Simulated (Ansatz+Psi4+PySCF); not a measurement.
The numbers below are computed, except where a source is named.
```yaml
atoms:
  - { symbol: C, position_ang: [0.0000, 0.0000, 0.0000] }
  - { symbol: O, position_ang: [0.0000, 0.0000, 1.1787] }
  - { symbol: O, position_ang: [0.0000, 0.0000, -1.1787] }
```

Basis set: cc-pVTZ (spherical functions). Correlated methods keep 3 orbitals frozen. Charge 0, multiplicity 1.

Starred EOM-CCSD(T)(a) on the restricted Hartree–Fock determinant with PySCF 2.14.0; the energies are vertical.

(1) The solver was asked for the few lowest roots only. Give the ionization energies of singlet CO2 among them whose weight of singles is over 0.7.

Results:

(1)

```csv
root,energy (eV),weight of singles
1,13.55,0.95
2,13.55,0.95
3,17.33,0.93
4,17.33,0.93
```

Higher main lines weren't sought.
